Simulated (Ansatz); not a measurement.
A relaxed structure of MgO. Space group Fm-3m (No. 225), rock salt type. All values below come from PBEsol (plane waves to 420 eV, PAW, scalar-relativistic; Ansatz, an electronic-structure program).

```cif
data_Mg4O4
_chemical_formula_sum 'Mg4 O4'
_space_group_name_H-M_alt 'Fm-3m'
_space_group_IT_number 225
_space_group_name_Hall '-F 4 2 3'
_cell_length_a 4.21413
_cell_length_b 4.21413
_cell_length_c 4.21413
_cell_angle_alpha 90.000
_cell_angle_beta 90.000
_cell_angle_gamma 90.000
loop_
_atom_site_label
_atom_site_type_symbol
_atom_site_symmetry_multiplicity
_atom_site_Wyckoff_symbol
_atom_site_fract_x
_atom_site_fract_y
_atom_site_fract_z
_atom_site_occupancy
Mg1 Mg 4 a 0.00000 0.00000 0.00000 1
O1 O 4 b 0.50000 0.50000 0.50000 1
```
(The calculation used a cell of 2 atoms; values per cell refer to that cell.)

Volume per atom: 9.35 Å³
Band gap: 4.62 eV, direct at Γ (no spin-orbit coupling)
Shortest distances: Mg–O 2.11 Å; Mg–Mg 2.98 Å; O–O 2.98 Å
k-mesh: 13×13×13

No spin polarisation in the result.

Measured for MgO: a 4.189 Å (static lattice; corrected from measurement; as listed in Daniel Mejia-Rodriguez, S. B. Trickey, Phys. Rev. B (2018)); gap 8.36 eV (static lattice; corrected from measurement; as listed in Wei Chen et al., Physical Review Materials (2018)). Computed minus measured — a: PBEsol +0.6 %; gap: PBEsol -3.74 eV. The computed values are for a static lattice, and a measured gap can be an optical one, lowered by exciton binding.

The run could not lose the symmetry of its start.
